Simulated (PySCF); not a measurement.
# SiH4: singlet, from a PBE0 minimum start

Aim: relax SiH4 as a singlet from a PBE0 minimum start, check by its vibrations whether the end is a minimum, and collect its spectrum and constants.

Method: PBE0, basis Si def2-TZVP, H def2-TZVP, no relativity, density fitting; program: PySCF 2.14.0.

## (1) Where the work starts

5 atoms, charge 0, spin multiplicity 1.

Bond lengths: Si1–H2 1.485 Å, Si1–H3 1.485 Å, Si1–H4 1.485 Å, Si1–H5 1.485 Å. Angles: H2–Si1–H3 109.5°, H2–Si1–H4 109.5°, H2–Si1–H5 109.5°, H3–Si1–H4 109.5°, H3–Si1–H5 109.5°, H4–Si1–H5 109.5°.

```xyz
5
charge 0 multiplicity 1
Si    0.0000    0.0000    0.0000
H     0.8572    0.8572    0.8572
H    -0.8572    0.8572   -0.8572
H     0.8572   -0.8572   -0.8572
H    -0.8572   -0.8572    0.8572
```

## (2) First SCF at the start

The steps below are one call of a driver around PySCF. For each, scf.py gives the equivalent set-up of the SCF; relaxations use the driver's own optimiser. After this first run the driver tries any further starts and a stability analysis.

Input file scf.py:

```python
from pyscf import gto, scf, dft
mol = gto.M(atom='''
Si    -0.000000    -0.000000     0.000000
H      0.857220     0.857220     0.857220
H     -0.857220     0.857220    -0.857220
H      0.857220    -0.857220    -0.857220
H     -0.857220    -0.857220     0.857220''',
    basis={'Si': 'def2-TZVP', 'H': 'def2-TZVP'},
    charge=0, spin=0)
mf = dft.RKS(mol, xc='PBE0')
mf.grids.atom_grid = (50, 194)
aux = {'Si': 'def2-universal-JKFIT', 'H': 'def2-universal-JKFIT'}
mf = mf.density_fit(auxbasis=aux)
mf.conv_tol = 1e-08
mf.diis_space = 10
mf.max_cycle = 60
mf.init_guess = 'minao'
mf.verbose = 4
mf.kernel()
```

Launch:

```console
$ OMP_NUM_THREADS=2 python axn.py task.json out
```

What it wrote:

```text
init E= -291.467711317154
  HOMO = -0.375382219359076  LUMO = 0.00745599433136842  gap/eV = 10.41756
cycle= 1 E= -291.754479123622  delta_E= -0.287  |g|= 0.0934  |ddm|= 1.36
  HOMO = -0.358810029676379  LUMO = 0.0411329674367519  gap/eV = 10.88300
cycle= 2 E= -291.755959897157  delta_E= -0.00148  |g|= 0.0319  |ddm|= 0.0806
  HOMO = -0.361386158892885  LUMO = 0.0398738042096898  gap/eV = 10.91884
cycle= 3 E= -291.756029693582  delta_E= -6.98e-05  |g|= 0.00545  |ddm|= 0.0136
  HOMO = -0.362661415438007  LUMO = 0.0391600797742106  gap/eV = 10.93412
cycle= 4 E= -291.756033606597  delta_E= -3.91e-06  |g|= 0.00101  |ddm|= 0.00468
  HOMO = -0.362274475583656  LUMO = 0.0394338352959488  gap/eV = 10.93104
cycle= 5 E= -291.756033977811  delta_E= -3.71e-07  |g|= 0.000171  |ddm|= 0.00146
  HOMO = -0.362273920110371  LUMO = 0.0394335848910029  gap/eV = 10.93102
cycle= 6 E= -291.756033986008  delta_E= -8.2e-09  |g|= 5.51e-06  |ddm|= 0.000207
  HOMO = -0.362275779218646  LUMO = 0.0394325695103775  gap/eV = 10.93104
Extra cycle  E= -291.756033986027  delta_E= -1.81e-11  |g|= 1.21e-06  |ddm|= 1.57e-05
converged SCF energy = -291.756033986027
```

This step, with its further starts and checks, ran for 2.1 s (2 threads of Arm Neoverse V1, shared host).

The test of internal stability found no lower closed-shell solution.

## (3) Relaxation: PBE0 minimum start, singlet

The program finds Td symmetry in the start, which this walk keeps. Threshold on the gradient: 0.0003 Eh/bohr, with a further test on the energy change.

Edit scf.py of step 2 so:

```diff
@@ -3 +3 @@
-Si    -0.000000    -0.000000     0.000000
+Si     0.000000    -0.000000     0.000000
@@ -17 +16,0 @@
-mf.init_guess = 'minao'
```

Steps of the walk:

| step | energy (Eh) | change (kJ/mol) | largest symmetric gradient (Eh/bohr) |
| --- | --- | --- | --- |
| 0 | -291.756034 | 0.00 | 0.00001 |

The walk took 0.8 s.

It settles in Td symmetry, 0.0 kJ/mol below the start, after 0 steps: Si–H 1.485 Å (×4); H–Si–H 109.5° (×6).

## (4) Is it a minimum? Harmonic modes

On the finer grid the gradient is checked again; gradients at displacements of ±0.02 bohr then give force constants and infrared intensities.

Edit scf.py of step 3 so:

```diff
@@ -3 +3 @@
-Si     0.000000    -0.000000     0.000000
+Si    -0.000000     0.000000     0.000000
@@ -11 +11 @@
-mf.grids.atom_grid = (50, 194)
+mf.grids.atom_grid = (75, 302)
@@ -14 +14 @@
-mf.conv_tol = 1e-08
+mf.conv_tol = 1e-10
```

The driver hands on the density of the step before, so the log starts near convergence.

SCF at the final geometry:

```text
init E= -291.756053875429
  HOMO = -0.362277670756889  LUMO = 0.0394452259422814  gap/eV = 10.93144
cycle= 1 E= -291.756053875431  delta_E= -1.88e-12  |g|= 2.06e-06  |ddm|= 3.94e-06
  HOMO = -0.362277277370059  LUMO = 0.0394455079379098  gap/eV = 10.93143
Extra cycle  E= -291.756053875429  delta_E= 1.93e-12  |g|= 1.38e-06  |ddm|= 2.64e-06
converged SCF energy = -291.756053875429
```

The whole step took 8.2 s.

Geometry: Td; Si–H 1.485 Å (×4); H–Si–H 109.5° (×6).

Harmonic modes (main isotopes):

```
symmetry  ω (cm⁻¹)  IR (km/mol)     type
      t2       908          380     bend
       e       969          0.0     bend
      a1      2235          0.0  stretch
      t2      2245          310  stretch
```

Every mode is real; the point is a minimum.

Constants and moments:

| Item | Value |
| --- | --- |
| Dipole moment | 0.00 D |
| Highest occupied level | -9.86 eV |
| Lowest empty level | 1.07 eV |
| Rotational constants | 2.845, 2.845, 2.845 cm⁻¹ |
| Zero-point energy | 81.5 kJ/mol |
| Principal polarisabilities | 29.4, 29.4, 29.4 bohr³ |
| Atomisation energy without zero-point energy | 1319 kJ/mol |
| Principal traceless quadrupole moments about the centre of mass | 0.00, 0.00, 0.00 D Å |
| Entropy at 298.15 K and 1 bar | 204.7 J/(mol K) |
| Heat capacity Cp at 298.15 K | 42.9 J/(mol K) |
| Enthalpy at 298.15 K above 0 K | 10.55 kJ/mol |
| Rotational symmetry number | 12 |

Charges (e) and bond orders:

```tsv
atom	Mulliken	Löwdin	polar tensor	Mayer order to Si1
Si1	0.07	0.17	0.91	–
H2,3,4,5	-0.02	-0.04	-0.23	0.96
```

Mulliken populations on Si1: s 5.33, p 8.40, d 0.19, f 0.01.

## (5) Outcome

| quantity | value |
| --- | --- |
| minimum | singlet, Td |
| geometry | Si–H 1.485 Å (×4); H–Si–H 109.5° (×6) |
| wavenumbers (cm⁻¹) | 908 (t2), 969 (e), 2235 (a1), 2245 (t2) |
| dipole moment | 0.00 D |
| highest occupied, lowest empty level | -9.86, 1.07 eV |
| polar-tensor charge of Si1 | +0.91 e |
| zero-point energy | 81.5 kJ/mol |
| entropy at 298.15 K | 204.7 J/(mol K) |
| atomisation energy (no zero-point energy) | 1319 kJ/mol |

The PBE0 minimum start keeps its Td symmetry and ends in a minimum. In the infrared the band at 908 cm⁻¹ (t2, bend) leads. Si1 has a polar-tensor charge of +0.9 e (a dipole derivative, not a static charge), yet symmetry cancels the bond dipoles. Only this shape and spin were tried, so other structures or states may lie lower.

The search up to here took 11 s.
